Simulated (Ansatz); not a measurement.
**BMe2F (C₂H₆BF): the relaxed shape and its frontier levels**

What does BMe2F (C₂H₆BF) look like as a singlet, and where do its frontier electrons sit?

The runs use Ansatz 0.2.0, Gaussian basis; RKS PBE0-D4/def2-TZVP.

Levels to be run: relaxation at r2SCAN-D4/def2-SVP; a search for the lowest solution at PBE0-D4/def2-SVP; a single point at PBE0-D4/def2-TZVP.

## Step 1: Where the work starts

10 atoms, charge 0, spin multiplicity 1.

Atoms are counted from 1 here; the program's logs count them from 0.

Bond lengths: B1–C2 1.579 Å, B1–C6 1.579 Å, B1–F10 1.327 Å, C2–H3 1.090 Å, C2–H4 1.086 Å, C2–H5 1.087 Å, C6–H7 1.090 Å, C6–H8 1.085 Å, C6–H9 1.088 Å. Angles: C2–B1–C6 124.5°, C2–B1–F10 117.8°, C6–B1–F10 117.7°, B1–C2–H3 109.4°, B1–C2–H4 113.0°, B1–C2–H5 112.1°, H3–C2–H4 106.7°, H3–C2–H5 106.6°, H4–C2–H5 108.7°, B1–C6–H7 109.2°, B1–C6–H8 113.1°, B1–C6–H9 112.0°, H7–C6–H8 107.0°, H7–C6–H9 106.5°, H8–C6–H9 108.7°.

The start is a GFN2-xTB geometry.

## Step 2: Optimising with r2SCAN-D4/def2-SVP

The input, in.yaml:

```yaml
crystal:
  periodic: [false, false, false]
  atoms:
    - {symbol: B, position_ang: [-0.284820, -0.485820, -0.012070]}
    - {symbol: C, position_ang: [1.292300, -0.559340, 0.011000]}
    - {symbol: H, position_ang: [1.636860, -0.611490, 1.043960]}
    - {symbol: H, position_ang: [1.764490, 0.312150, -0.432650]}
    - {symbol: H, position_ang: [1.667510, -1.450080, -0.485890]}
    - {symbol: C, position_ang: [-1.117080, 0.855700, -0.003640]}
    - {symbol: H, position_ang: [-1.361460, 1.132400, -1.029200]}
    - {symbol: H, position_ang: [-0.575690, 1.690720, 0.429560]}
    - {symbol: H, position_ang: [-2.063740, 0.744960, 0.520600]}
    - {symbol: F, position_ang: [-0.958370, -1.629190, -0.041680]}
basis:
  gaussian: {orbitals: def2-SVP}
hamiltonian: {xc: r2scan, dispersion: d4}
scf: {omitted_lower_state_checks: [starts]}
output: {orbitals: {seedname: orbitals}}
relax: {f_tol: 0.02, max_steps: 100}
```

Started as:

```console
ansatz run in.yaml --threads 4 --pin off --events-out ev --progress --plain --max-ram 3916MiB
```

Standard output (excerpt; [...] marks lines left out):

```text
Functional definition: r2SCAN
  name "r2SCAN"
  cite "Furness, Kaplan, Ning, Perdew & Sun, J. Phys. Chem. Lett. 11, 8208 (2020) doi:10.1021/acs.jpclett.0c02405"
  cite "Furness, Kaplan, Ning, Perdew & Sun, J. Phys. Chem. Lett. 11, 9248 (2020) doi:10.1021/acs.jpclett.0c03077"
  parent r2scan
[...]
966 factors; their error is unknown
[...]
mean field -5559.93011020 eV, -204.3236628940 hartree, gradient 5.3e-5 eV, S^2 0.000000; 0 other end points of the search recorded, 0 dependent functions left out
[...]
reference -5559.93011925 eV, -204.3236632264 hartree; 16, 16 occupied and 70, 70 virtual orbitals, 966 factors
relax step   1: F+E_penalty+E_count = -5559.96332695 eV  Δ(F+E_penalty+E_count) = +0.000e0 eV  max|allowed force component| = 7.245e-1 eV/Å  Δτ_max = 0.0000 Å  (25 SCF iters, accepted)
[...]
relax step   3: F+E_penalty+E_count = -5559.99868721 eV  Δ(F+E_penalty+E_count) = -4.810e-3 eV  max|allowed force component| = 3.594e-2 eV/Å  Δτ_max = 0.0151 Å  (28 SCF iters, accepted)
[...]
relax step   4: F+E_penalty+E_count = -5559.99899392 eV  Δ(F+E_penalty+E_count) = -3.067e-4 eV  max|allowed force component| = 6.940e-3 eV/Å  Δτ_max = 0.0187 Å  (28 SCF iters, accepted)
[...]
966 factors; their error is unknown
mean field -5559.96574714 eV, -204.3249725272 hartree, gradient 9.7e-6 eV, S^2 0.000000; 0 other end points of the search recorded, 0 dependent functions left out
[...]
reference -5559.96575622 eV, -204.3249728610 hartree; 16, 16 occupied and 70, 70 virtual orbitals, 966 factors
Total energy: -5559.99900300 eV, -204.3261946576 hartree
Atom 0 at    -0.279166    -0.476957    -0.010926 Å, force    -0.000798     0.001527     0.002669 eV/Å
Atom 1 at     1.285422    -0.559740    -0.011839 Å, force     0.004982     0.003231    -0.001738 eV/Å
Atom 2 at     1.612497    -0.579232     1.045677 Å, force    -0.001275     0.002537     0.002105 eV/Å
Atom 3 at     1.768558     0.319550    -0.464582 Å, force     0.000294    -0.000604    -0.000816 eV/Å
Atom 4 at     1.670623    -1.479507    -0.477837 Å, force    -0.006940    -0.000323    -0.000559 eV/Å
Atom 5 at    -1.112581     0.849655     0.018680 Å, force     0.001341     0.005270    -0.003079 eV/Å
Atom 6 at    -1.319069     1.128595    -1.032668 Å, force     0.002438     0.001670    -0.000955 eV/Å
Atom 7 at    -0.573135     1.699354     0.463566 Å, force    -0.000425    -0.000606     0.001698 eV/Å
Atom 8 at    -2.091968     0.731296     0.507325 Å, force     0.002868    -0.006471     0.000397 eV/Å
Atom 9 at    -0.961180    -1.633003    -0.037407 Å, force    -0.002486    -0.006231     0.000278 eV/Å
Dipole moment:     0.137984     0.236545     0.005347 e Å
Checks for a lower state left out: starts
```

Run time: 4.2 s. Hardware: 4 threads of Arm Neoverse V2, shared host.

The steps of the relaxation:

| step | energy from step 1 (eV) | largest force component (eV/Å) |
| --- | --- | --- |
| 1 | 0.0000 | 0.7245 |
| 2 | -0.0306 | 0.3482 |
| 3 | -0.0354 | 0.0359 |
| 4 | -0.0357 | 0.0069 |

Close pairs (by a distance rule), those that changed most:

| bond | before (Å) | after (Å) | change (Å) |
| --- | --- | --- | --- |
| C6–H7 | 1.090 | 1.107 | +0.017 |
| C2–H3 | 1.090 | 1.107 | +0.017 |
| B1–F10 | 1.327 | 1.342 | +0.015 |
| C6–H8 | 1.085 | 1.100 | +0.015 |
| C2–H4 | 1.086 | 1.101 | +0.015 |
| C2–H5 | 1.087 | 1.101 | +0.014 |
| C6–H9 | 1.088 | 1.101 | +0.013 |
| B1–C2 | 1.579 | 1.567 | -0.012 |

Bonds by kind at the end (by distance):

| bond | count | shortest (Å) | longest (Å) |
| --- | --- | --- | --- |
| B–C | 2 | 1.567 | 1.567 |
| B–F | 1 | 1.342 | 1.342 |
| C–H | 6 | 1.100 | 1.107 |

## Step 3: Searching for the lowest solution, PBE0-D4/def2-SVP

start.molden holds the orbitals of an earlier run on this state, given as this run's starting guess.

The input, in.yaml:

```yaml
crystal:
  periodic: [false, false, false]
  atoms:
    - {symbol: B, position_ang: [-0.279166, -0.476957, -0.010926]}
    - {symbol: C, position_ang: [1.285422, -0.559740, -0.011839]}
    - {symbol: H, position_ang: [1.612497, -0.579232, 1.045677]}
    - {symbol: H, position_ang: [1.768558, 0.319550, -0.464582]}
    - {symbol: H, position_ang: [1.670623, -1.479507, -0.477837]}
    - {symbol: C, position_ang: [-1.112581, 0.849655, 0.018680]}
    - {symbol: H, position_ang: [-1.319069, 1.128595, -1.032668]}
    - {symbol: H, position_ang: [-0.573135, 1.699354, 0.463566]}
    - {symbol: H, position_ang: [-2.091968, 0.731296, 0.507325]}
    - {symbol: F, position_ang: [-0.961180, -1.633003, -0.037407]}
basis:
  gaussian: {orbitals: def2-SVP, initial_orbitals: start.molden}
hamiltonian: {xc: pbe0, dispersion: d4}
output: {orbitals: {seedname: orbitals}}
```

Same command.

Standard output:

```text
Functional definition: PBE0
  name "PBE0"
  cite "Adamo & Barone, J. Chem. Phys. 110, 6158 (1999) doi:10.1063/1.478522"
  cite "Perdew, Burke & Ernzerhof, Phys. Rev. Lett. 77, 3865 (1996) doi:10.1103/PhysRevLett.77.3865"
  parent pbe
  parameter a = 0.25
  parameter kappa = 0.804
  parameter beta = 0.06672455060314922
  exchange = (1 - a)*pbe_x(kappa = kappa, mu = beta*pi^2/3) + a*exact_x
  correlation = pbe_c(beta = beta)
966 factors; their error is unknown
mean field evaluation 1: about -5556.8021 eV, gradient 3.0e0 eV
mean field evaluation 2: about -5556.8208 eV, gradient 1.6e-2 eV
mean field evaluation 4: about -5556.8183 eV, gradient 2.7e-5 eV
mean field evaluation 8: about -5556.8140 eV, gradient 2.1e0 eV
mean field evaluation 16: about -5556.8183 eV, gradient 5.8e-3 eV
mean field -5556.81832554 eV, -204.2093069169 hartree, gradient 2.9e-5 eV, S^2 0.000000; 1 other end points of the search recorded, 0 dependent functions left out
reference -5556.81835045 eV, -204.2093078322 hartree; 16, 16 occupied and 70, 70 virtual orbitals, 966 factors
Total energy: -5556.92893308 eV, -204.2133716688 hartree
```

It took 0.6 s on 4 threads of Arm Neoverse V2, shared host.

Report: HOMO -8.62 eV, LUMO 0.23 eV.

## Step 4: Single point, PBE0-D4/def2-TZVP

in.yaml, as its differences from that of step 3:

```diff
@@ -14,4 +14,5 @@
 basis:
-  gaussian: {orbitals: def2-SVP, initial_orbitals: start.molden}
+  gaussian: {orbitals: def2-TZVP, initial_orbitals: start.molden}
 hamiltonian: {xc: pbe0, dispersion: d4}
-output: {orbitals: {seedname: orbitals}}
+scf: {omitted_lower_state_checks: [starts]}
+output: {forces: true, orbitals: {seedname: orbitals}}
```

Launched as before.

Standard output (excerpt; [...] marks lines left out):

```text
Functional definition: PBE0
  name "PBE0"
  cite "Adamo & Barone, J. Chem. Phys. 110, 6158 (1999) doi:10.1063/1.478522"
  cite "Perdew, Burke & Ernzerhof, Phys. Rev. Lett. 77, 3865 (1996) doi:10.1103/PhysRevLett.77.3865"
  parent pbe
[...]
949 factors; their error is unknown
[...]
mean field -5563.16232147 eV, -204.4424444670 hartree, gradient 2.6e-5 eV, S^2 0.000000; 0 other end points of the search recorded, 0 dependent functions left out
[...]
reference -5563.16235124 eV, -204.4424455612 hartree; 16, 16 occupied and 144, 144 virtual orbitals, 949 factors
Total energy: -5563.27293387 eV, -204.4465093978 hartree
Atom 0 at    -0.279166    -0.476957    -0.010926 Å, force    -0.032016    -0.052140     0.001878 eV/Å
Atom 1 at     1.285422    -0.559740    -0.011839 Å, force     0.172738    -0.031718     0.049691 eV/Å
Atom 2 at     1.612497    -0.579232     1.045677 Å, force    -0.065042     0.007254    -0.250131 eV/Å
Atom 3 at     1.768558     0.319550    -0.464582 Å, force    -0.140757    -0.237936     0.106434 eV/Å
Atom 4 at     1.670623    -1.479507    -0.477837 Å, force    -0.106170     0.252519     0.111795 eV/Å
Atom 5 at    -1.112581     0.849655     0.018680 Å, force    -0.115976     0.133897    -0.052611 eV/Å
Atom 6 at    -1.319069     1.128595    -1.032668 Å, force     0.045948    -0.051414     0.249755 eV/Å
Atom 7 at    -0.573135     1.699354     0.463566 Å, force    -0.140102    -0.240786    -0.104622 eV/Å
Atom 8 at    -2.091968     0.731296     0.507325 Å, force     0.268463     0.031918    -0.116668 eV/Å
Atom 9 at    -0.961180    -1.633003    -0.037407 Å, force     0.112913     0.188406     0.004480 eV/Å
Dipole moment:     0.146020     0.249191     0.005662 e Å
Checks for a lower state left out: starts
```

It took 1.1 s on 4 threads of Arm Neoverse V2, shared host.

Report: HOMO -8.70 eV, LUMO 0.09 eV.

Mulliken charges, from this run's orbitals:

| atom | value (e) |
| --- | --- |
| B1 | 0.32 |
| C2 | -0.46 |
| H3 | 0.15 |
| H4 | 0.14 |
| H5 | 0.14 |
| C6 | -0.46 |
| H7 | 0.15 |
| H8 | 0.14 |
| H9 | 0.14 |
| F10 | -0.25 |

Largest Mayer bond orders: B1–F10 1.21; B1–C2 1.06; B1–C6 1.06; C2–H5 0.95; C6–H8 0.95; C2–H4 0.95; C6–H9 0.95; C2–H3 0.93; C6–H7 0.93.

## Step 5: What came out

```
                       quantity                          value
                    point group                             C2
 commonest bond, hydrogen aside  B–C, 2 of mean length 1.567 Å
HOMO, LUMO at PBE0-D4/def2-TZVP                 -8.70, 0.09 eV
   dipole at r2SCAN-D4/def2-SVP                         1.32 D
```

**Reading.** The molecule keeps its bonding pattern by the stored test; the atoms moved 0.03 Å (rms). No usable vibrations, so a minimum isn't proven. The point group is read from a loosely relaxed geometry; soft torsions can leave it below the true symmetry.
